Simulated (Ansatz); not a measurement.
Input file:

```yaml
crystal:
  periodic: [false, false, false]
  atoms:
    - {symbol: Br, position_ang: [-1.661971, 0.000000, -0.000001]}
    - {symbol: H, position_ang: [-0.048971, 0.000000, 0.000000]}
    - {symbol: Ge, position_ang: [1.737029, 0.000000, 0.000001]}
    - {symbol: H, position_ang: [2.205698, -1.465915, 0.000001]}
    - {symbol: H, position_ang: [2.205698, 0.732957, -1.269519]}
    - {symbol: H, position_ang: [2.205698, 0.732957, 1.269520]}
basis:
  gaussian: {orbitals: cc-pVDZ}
magnetization: {spin_polarized: false, initial_magnetization: 1}
correlation: {method: ccsdt_q, electrons: outside_noble_gas}
```

```sh
$ ansatz run in.yaml --threads 2 --pin off --events-out ev --progress --plain --max-ram 24576MiB --backend cuda --devices 0, --max-vram 18GiB
```

Log:

```
1445 factors; integrals over basis functions are off by at most 2.3e-7 eV
mean field evaluation 1: about -126531.5772 eV, gradient 1.3e1 eV
mean field evaluation 2: about -126531.5801 eV, gradient 1.3e1 eV
mean field evaluation 4: about -126532.4796 eV, gradient 1.5e0 eV
mean field evaluation 8: about -126532.4924 eV, gradient 6.3e-4 eV
mean field evaluation 16: about -126532.4924 eV, gradient 1.7e-6 eV
mean field evaluation 32: about -126530.2504 eV, gradient 4.4e-2 eV
mean field -126532.49236106 eV, -4649.9833274652 hartree, gradient 1.7e-6 eV, S^2 0.750000; 1 other end points of the search recorded, 0 dependent functions left out
determinant -126532.49236106 eV, -4649.9833274652 hartree, with singles and doubles -126539.86651818 eV, -4650.2543227409 hartree
determinant -126530.25044200 eV, -4649.9009384595 hartree, with singles and doubles -126537.51015387 eV, -4650.1677279498 hartree
28 core orbitals not correlated: weight in the atoms' cores, before any rotation towards them, 0.999 or more for the frozen orbitals, at most 0.000 for the correlated occupied ones
reference -126532.49236106 eV, -4649.9833274652 hartree; 8, 7 occupied and 38, 39 virtual orbitals, 1445 factors
second order -6.24119477 eV of doubles, -0.08451120 eV of singles
cycle   1  -7.09566975 eV  change   -7.7e-1 eV  update   7.2e-2
cycle   2  -7.47899686 eV  change   -3.8e-1 eV  update   2.9e-2
cycle   3  -7.54462386 eV  change   -6.6e-2 eV  update   1.3e-2
cycle   4  -7.54077348 eV  change    3.9e-3 eV  update   4.6e-3
cycle   5  -7.54242035 eV  change   -1.6e-3 eV  update   1.9e-3
cycle   6  -7.54209840 eV  change    3.2e-4 eV  update   6.8e-4
cycle   7  -7.54181015 eV  change    2.9e-4 eV  update   3.0e-4
cycle   8  -7.54195785 eV  change   -1.5e-4 eV  update   1.3e-4
cycle   9  -7.54202599 eV  change   -6.8e-5 eV  update   5.3e-5
cycle  10  -7.54200611 eV  change    2.0e-5 eV  update   2.2e-5
cycle  11  -7.54200226 eV  change    3.9e-6 eV  update   9.7e-6
cycle  12  -7.54200402 eV  change   -1.8e-6 eV  update   4.5e-6
cycle  13  -7.54200578 eV  change   -1.8e-6 eV  update   2.0e-6
cycle  14  -7.54200797 eV  change   -2.2e-6 eV  update   8.6e-7
cycle  15  -7.54200864 eV  change   -6.7e-7 eV  update   3.4e-7
perturbative correction -0.00991306 eV, -0.0003642983 hartree
Total energy: -126540.04428276 eV, -4650.2608554689 hartree
```

Ran on 2 threads of AMD EPYC 7R13 with a shared H100 80 GB, shared host: 9 s wall, 0.93 GiB peak host memory.
